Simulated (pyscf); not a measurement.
Cl–GeH₃ (SMILES [Cl][GeH3]) + NH₃ (SMILES N) -> H₂N–GeH₂–Cl (SMILES [NH2][GeH2][Cl]) + H₂ (SMILES [H][H]), a four-centre exchange (singlet surface; Ge–H, H–N broken, Ge–N, H–H formed). Single points on ωB97X-D3(BJ)/def2-SVP structures (PySCF, gas phase). Energies in kcal/mol from the separated reactants.

Small-basis levels: PySCF, no dispersion term, spherical d functions. AM1 to PM7: differences of heats of formation from MOPAC, which are fitted to 298 K values and so differ in kind from electronic energies by zero-point and thermal terms. Cost: rough CPU time at the saddle relative to B3LYP/6-31G*+LANL2DZ, from one job on a shared machine.

```
level                    barrier  reaction energy        cost
-----------------------  -------  ---------------  ----------
HF/6-31G*+LANL2DZ           71.2             +3.0         0.1
BP86/6-31G*+LANL2DZ         43.5             -1.8           1
PBE/6-31G*+LANL2DZ          41.9             -1.6           1
B3LYP/STO-3G                54.1             -9.1         0.9
B3LYP/3-21G                 29.4            -19.5           1
B3LYP/LANL2DZ               42.9             -5.6         0.8
B3LYP/6-31G*+LANL2DZ        50.4             -1.2           1
M06-2X/6-31G*+LANL2DZ       46.8             -4.8           2
B3LYP/6-311+G**+LANL2DZ     54.0             +3.9           2
B3LYP/def2-SVP              48.3             +1.1           2
AM1                         42.1            -12.4  under 0.02
PM6                         51.6            -33.0  under 0.02
ωB97M-D3(BJ)/def2-TZVP      50.2             +1.2           –
```

Against the last row the barrier runs from -20.8 (B3LYP/3-21G) to +20.9 kcal/mol (HF/6-31G*+LANL2DZ). ωB97M-D3(BJ)/def2-TZVP has limits of its own. On the reactant side the descent ends in a complex, 7.4 kcal/mol under the separated species and 56.9 kcal/mol under the saddle at ωB97X-D3(BJ)/def2-TZVP. At the saddle there is also a short Ge–H contact that neither side keeps. This is the saddle that the search found; another between the same sides may lie lower. In the def2 sets elements up to Kr have no core potential.
